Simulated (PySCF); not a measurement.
## Level of theory and proton affinities: methanethiol

Structure: `CS` (CH4S). Numbering: `[CH3:1][SH:2]`

All levels share the PBE0-D3(BJ)/def2-SVP structures and the PBE0-D3(BJ)/def2-SVP thermal terms; only the single-point energies (PySCF) change. Values are proton affinities (298 K, kJ/mol).

Measured (NIST Chemistry WebBook): proton affinity (−ΔH) 773 kJ/mol.

```jsonl
{"level": "MP2/ma-def2-TZVP", "S2": "769", "time": "3.1 s"}
{"level": "M06-2X/def2-TZVP", "S2": "769", "time": "–"}
{"level": "CCSD(T)/ma-def2-TZVP", "S2": "776", "time": "40 s"}
{"level": "HF/ma-def2-TZVP", "S2": "789", "time": "0.74 s"}
```

Times are wall times for all single points of a level on 1 thread of Arm Neoverse V2, a shared host; the dash marks the run that also made the structures.

Hartree-Fock leaves out electron correlation, so its proton affinities can be off by tens of kJ/mol.

The spread: 20 kJ/mol, from 769 to 789.
